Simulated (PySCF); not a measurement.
Start geometry of `C#CC#C` (diacetylene) from GFN2-xTB (Å):
```
atom  x, y, z in Å
C1     1.858    0.308    0.073
C2     0.671    0.113    0.104
C3    -0.670   -0.112    0.143
C4    -1.858   -0.307    0.175
H5     2.892    0.482    0.048
H6    -2.891   -0.482    0.208
```

Q: What comes out of this run: PySCF 2.14.0, PBE/6-31+G* geometry optimisation, gas phase?

A: 
```
atom  x, y, z in Å
C1     1.8646    0.3186    0.0298
C2     0.6542    0.1188    0.0630
C3    -0.6926   -0.1022    0.0991
C4    -1.9031   -0.3020    0.1324
H5     2.9253    0.4923    0.0031
H6    -2.9635   -0.4761    0.1609
```

The energy falls by 0.083 eV over 4 energy and gradient evaluations, the largest force component goes from 0.0366 to 1.4e-04 Eh/bohr, and the atoms move by 0.034 Å rms after alignment. Among the bonds, C1–H5 and C4–H6 change most and about equally (+0.027 Å). Bonds longer at the end by more than 0.005 Å: 5 of 5; shorter: 0. The orientation of the end geometry is arbitrary; only internal coordinates are fixed.

The run used 76 basis functions and 26 SCF cycles in all.

No PBE/6-31+G* frequencies stand behind this structure, so it isn't proved a minimum.
